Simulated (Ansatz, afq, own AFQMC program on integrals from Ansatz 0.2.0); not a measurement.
## Where AFQMC and coupled cluster stand for F, quartet

A free F atom.

Basis aug-cc-pVTZ. Noble-gas cores (and the filled d shells of Ga–Kr and In–Xe) are frozen. AFQMC by an in-house program on the Cholesky factors that Ansatz 0.2.0 writes for its CCSD(T) run. ph-AFQMC/CISD is guided by a CISD state made of CCSD amplitudes; releasing the constraint for a short imaginary time cuts its bias at the price of noise, slowly where states lie close. Free projection: walkers drawn from exp(T), propagated without any constraint. Its projection time is finite, and what remains of the start isn't in its error. Error bars are statistical, one sigma.

Determinant: UHF, the one that the program's search chose, which needn't be the lowest solution.

No full CI on the walks' own integrals is used here; CCSDT(Q) serves as the reference and is uncertain by about the last step of the cluster series.

Cautions: another spin lies lower (by 13.58 eV).

```
T1 diagnostic                               : 0.0060
weight of the determinant in the CISD state : 0.969
⟨S²⟩ of the determinant                     : 3.754
size of the correlated space                : 7 electrons in 45 orbitals
```

| level | correlation energy (eV) |
| --- | --- |
| MP2 | -4.2261 |
| CCSD | -4.6738 |
| CCSD(T) | -4.7529 |

**Question.** Estimate where free-projection AFQMC lies against CCSD(T) on the same integrals.

**Answer.** 0.18 ± 0.04 kcal/mol below CCSD(T).

Reference: CCSDT(Q), correlation energy -4.761 eV. The released energy is read at 2.40 1/Eh (meV from the phaseless value at times in 1/Eh: -3.4 ± 0.8 at 0.24, -6.2 ± 0.7 at 0.51, -7.7 ± 1.3 at 0.99, -10 ± 4 at 1.62, -8.0 ± 1.2 at 2.40).

```csv
level,E − E(reference) (kcal/mol),share of correlation (%)
CCSD(T),0.20,99.82
CCSDT,0.02,99.98
ph-AFQMC/HF,2.18 ± 0.29,98.02
ph-AFQMC/CISD,0.16 ± 0.02,99.86
released AFQMC,-0.03 ± 0.03,100.03
free AFQMC,0.02 ± 0.04,99.98
```

Free projections are given only where their last times agree within the noise and don't stop above the reference; a slow remainder of the start can still hide under it. A walk keeps the symmetry of its determinant, which the program's search chose and which needn't be the lowest solution, so a lower state of the same spin and another symmetry isn't excluded. Released energies are given only where the last usable release times agree within the noise; a slower fall can still hide under it.
